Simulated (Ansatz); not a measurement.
A made-up structure of CH$_{6}$BO (charge +1), closed shell:

```tsv
atom	x (Å)	y (Å)	z (Å)
C1	0.5922	0.1229	0.0123
B2	-0.6531	0.7767	-0.5552
O3	0.4293	-1.1380	0.7374
H4	-1.6552	0.2400	-0.3811
H5	-0.5045	0.9262	-1.6857
H6	-0.7276	1.8451	-0.1365
H7	1.6129	0.4080	-0.0099
H8	-0.4353	-1.5651	0.8660
H9	1.1748	-1.6214	1.1320
```

It is relaxed with PBE-D4/def2-SVP and then PBE0-D4/def2-TZVP (Ansatz 0.2.0). Atoms count as bonded within 1.22 times the sum of their covalent radii (H–H: 0.88 Å). The end point is not checked to be a true minimum.

(1) Does its bonding change? (A judgement: the text doesn't fix the answer.)

## Answers

(1) The calculation gives: No: no bond forms or breaks.

Where it ends: The first stage lowers the energy by 0.98 eV in 8 steps. It ends as CH₆BO ([OH2][CH][BH]1[H][H]1), total charge +1:
```csv
atom,x (Å),y (Å),z (Å)
C1,0.5089,0.0030,-0.0228
B2,-0.7460,0.5425,-0.3988
O3,0.5655,-1.3140,0.6246
H4,-1.8838,0.2436,-0.3085
H5,-0.4377,1.4119,-1.3619
H6,-0.4809,1.8321,-0.5911
H7,1.5275,0.3344,-0.1678
H8,-0.3124,-1.7145,0.7612
H9,1.0925,-1.3446,1.4446
```

Labels in which every atom is bracketed show which atoms are joined, not bond orders.

For scale, one of the runs: PBE0-D4/def2-TZVP relaxation, 129 basis functions, launched by `ansatz run in.yaml --threads 2 --pin off --events-out ev --progress --plain --max-ram 4352MiB`. The run took about 30 s on 2 CPU threads of an Arm Neoverse V1 (shared host).
